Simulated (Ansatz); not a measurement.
# AlH₂+ (triplet): wave-function methods side by side at scale of all distances = 2.414, aug-cc-pVTZ

How much of the correlation energy of AlH₂+ (triplet) does each wave-function method recover here?

Program: Ansatz 0.2.0, Gaussian basis. Level of theory: aug-cc-pVTZ, correlated electrons: outside noble gas. These are calculated values, not measurements.

To be run: UHF; CCSD(T) on ROHF; CCSD(T) on UHF; BCCD(T) on ROHF; CCSDT(Q) on ROHF; CCSDT(Q) on UHF; CASSCF and NEVPT2, 4 electrons in 6 orbitals; Full CI.

### Step 1. What is computed

The geometry derives from a PBE0/def2-TZVP stationary point (not a proven minimum). All distances are scaled together.

3 atoms, charge 1, spin multiplicity 3.

Atoms are counted from 1 here; the program's logs count them from 0.

No contacts short enough for the rule that draws bonds.

As a file:

```
atom    x (Å)     y (Å)     z (Å)
 Al1  0.00000   0.00000  -0.24646
  H2  0.00000   2.17158   3.29872
  H3  0.00000  -2.17158   3.29872
```

In the tables R marks a restricted open-shell determinant and U an unrestricted one; 'valence' is the active space of 4 electrons in 6 orbitals; correlation energies count from the lowest restricted Hartree-Fock solution.

### Step 2. UHF

Input file in.yaml:

```yaml
crystal:
  periodic: [false, false, false]
  atoms:
    - {symbol: Al, position_ang: [0.000000, 0.000000, -0.246458]}
    - {symbol: H, position_ang: [0.000000, 2.171584, 3.298720]}
    - {symbol: H, position_ang: [0.000000, -2.171584, 3.298720]}
basis:
  gaussian: {orbitals: aug-cc-pVTZ}
total_charge: 1
magnetization: {spin_polarized: true, initial_magnetization: 2}
hamiltonian: {xc: hf}
output: {orbitals: {seedname: orbitals}}
```

The run is started by

```sh
$ ansatz run in.yaml --threads 1 --pin off --events-out ev --progress --plain --max-ram 2393MiB
```

After this run come: CCSD(T) on ROHF; CCSD(T) on UHF; BCCD(T) on ROHF; CCSDT(Q) on ROHF; CCSDT(Q) on UHF; CASSCF and NEVPT2, 4 electrons in 6 orbitals; Full CI.

**Question.** What will the summary of the whole plan be? Wanted: correlation energy, FCI; RMP2 from FCI; UMP2 from FCI; RCCSD from FCI; RCCSD(T) from FCI; UCCSD(T) from FCI; RCCSDT(Q) from FCI; UCCSDT(Q) from FCI; NEVPT2 valence from FCI.

The runs gave:

```
                                      quantity                                                                                            value
                       correlation energy, FCI                                                                                       -1.0886 eV
                                 RMP2 from FCI                                                                                     +31.1 kJ/mol
                                 UMP2 from FCI                                                                                     +31.1 kJ/mol
                                RCCSD from FCI                                                                                      +0.1 kJ/mol
                             RCCSD(T) from FCI                                                                                       0.0 kJ/mol
                             UCCSD(T) from FCI                                                                                       0.0 kJ/mol
                            RCCSDT(Q) from FCI                                                                                       0.0 kJ/mol
                            UCCSDT(Q) from FCI                                                                                       0.0 kJ/mol
                       NEVPT2 valence from FCI                                                                                      +2.9 kJ/mol
levels of the table within 1 kcal/mol (43 meV)  RCCSD, UCCSD, RCCSD(T), UCCSD(T), BCCD(T), RCCSDT, UCCSDT, RCCSDT(Q), UCCSDT(Q), NEVPT2 valence
                                 T1 diagnostic                                                                                            0.006
                effectively unpaired electrons                                                                                             2.06
```

**Reading.** RCCSD(T) lands 0.0 kJ/mol from the yardstick (0.0 % of the correlation energy). One determinant dominates. These misses are within one basis, not against nature; the frozen cores of restricted and unrestricted runs differ, which can shift their rows.
